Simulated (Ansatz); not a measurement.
**CF+ (SMILES [C+]F) at revPBE/aug-cc-pVTZ**

Aim: the vertical ionisation energy of CF+ at revPBE/aug-cc-pVTZ, from 2 runs. 

The results are computed with Ansatz 0.2.0.

2 further runs of the same task are left out: 2 set aside as unsound or not needed.

## Step 1: Starting point

CF+: 2 atoms, total charge +1, spin state singlet. SMILES: `[C+]F`. The shape is that of a PBE0-D4/def2-TZVP optimisation.

Bond lengths: C1–F2 1.153 Å.

## Step 2: The energy at revPBE/aug-cc-pVTZ

Input file in.yaml:

```yaml
crystal:
  periodic: [false, false, false]
  atoms:
    - {symbol: C, position_ang: [0.492270, -0.160830, 0.253170]}
    - {symbol: F, position_ang: [-0.492270, 0.160830, -0.253170]}
basis:
  gaussian:
    orbitals: aug-cc-pVTZ
total_charge: 1
magnetization:
  spin_polarized: false
  initial_magnetization: 0
hamiltonian:
  xc: {name: revPBE}
accuracy: high
output: {orbitals: {seedname: orbitals}}
```

Command:

```
$ ansatz run in.yaml --threads 1 --pin off --max-ram 3480MiB --events-out events.jsonl --progress --plain --runs-dir runs
```

What it wrote:

```text
Warning: RAYON_NUM_THREADS=1 ignored (pool sized by the plan → 1); use --threads N
Functional definition: revPBE
  name "revPBE"
  parameter kappa = 1.245
  parameter beta = 0.06672455060314922
  exchange = pbe_x(kappa = kappa, mu = beta*pi^2/3)
  correlation = pbe_c(beta = beta)
1257 factors; integrals over basis functions are off by at most 3.3e-9 eV
mean field evaluation 1: about -3730.8969 eV, gradient 8.8e1 eV
mean field evaluation 2: about -3641.8092 eV, gradient 2.3e2 eV
mean field evaluation 4: about -3740.2373 eV, gradient 5.6e0 eV
mean field evaluation 8: about -3740.2938 eV, gradient 4.4e-2 eV
mean field evaluation 16: about -3740.2938 eV, gradient 3.6e-7 eV
mean field -3740.29378251 eV, -137.4532612450 hartree, gradient 9.8e-9 eV, S^2 0.000000; 0 other end points of the search recorded, 0 dependent functions left out
reference -3740.29378560 eV, -137.4532613588 hartree; 7, 7 occupied and 85, 85 virtual orbitals, 1257 factors
Total energy: -3740.29378560 eV, -137.4532613588 hartree
```

It took 1.7 s on 1 thread of Arm Neoverse V2, shared host; peak memory 0.15 GiB.

## Step 3: Doublet [CF]2+ at the same level

Input file molecule.yaml:

```yaml
crystal:
  periodic: [false, false, false]
  atoms:
    - symbol: C
      position_ang: [0.492270, -0.160830, 0.253170]
    - symbol: F
      position_ang: [-0.492270, 0.160830, -0.253170]
basis:
  gaussian:
    orbitals: aug-cc-pVTZ
total_charge: 2
magnetization:
  spin_polarized: true
  initial_magnetization: 1
hamiltonian:
  xc: {name: revPBE}
accuracy: high
output: {orbitals: {seedname: orbitals}}
```

Command:

```
$ ansatz run molecule.yaml --threads 1 --pin off --max-ram 3480MiB --events-out events.jsonl --progress --plain --runs-dir runs
```

What it wrote, cut to the lines that bear on the results:

```text
Warning: RAYON_NUM_THREADS=1 ignored (pool sized by the plan → 1); use --threads N
[... 6 set-up lines as earlier in the session ...]
1257 factors; integrals over basis functions are off by at most 3.3e-9 eV
mean field evaluation 1: about -3683.7798 eV, gradient 1.1e2 eV
mean field evaluation 2: about -3439.5223 eV, gradient 2.2e2 eV
mean field evaluation 4: about -3714.3943 eV, gradient 1.1e1 eV
mean field evaluation 8: about -3714.7549 eV, gradient 2.2e-1 eV
mean field evaluation 16: about -3714.7550 eV, gradient 2.4e-6 eV
mean field -3714.75504708 eV, -136.5147300288 hartree, gradient 3.0e-8 eV, S^2 0.762471; 0 other end points of the search recorded, 0 dependent functions left out
reference -3714.75504986 eV, -136.5147301311 hartree; 7, 6 occupied and 85, 86 virtual orbitals, 1257 factors
Total energy: -3714.75504986 eV, -136.5147301311 hartree
```

Wall time 2.2 s (1 thread of Arm Neoverse V2, shared host); peak memory 0.17 GiB.

## Step 4: Outcome

Level: revPBE/aug-cc-pVTZ.

| quantity | value |
| --- | --- |
| singlet CF+: total energy | -137.45326 Eh |
| singlet CF+: HOMO energy | -20.11 eV |
| singlet CF+: LUMO energy | -13.81 eV |
| singlet CF+: HOMO–LUMO gap | 6.29 eV |
| doublet [CF]2+: total energy | -136.51473 Eh |
| doublet [CF]2+: HOMO energy (highest over α and β) | -34.90 eV |
| doublet [CF]2+: LUMO energy (lowest over α and β) | -30.43 eV |
| doublet [CF]2+: ⟨S²⟩ | 0.762 |
| vertical ionisation energy (to the doublet dication) | 25.539 eV |

The vertical ionisation energy comes to 25.54 eV (589 kcal/mol). −ε(HOMO) before ionisation, 20.11 eV, is 5.43 eV below this ionisation energy.
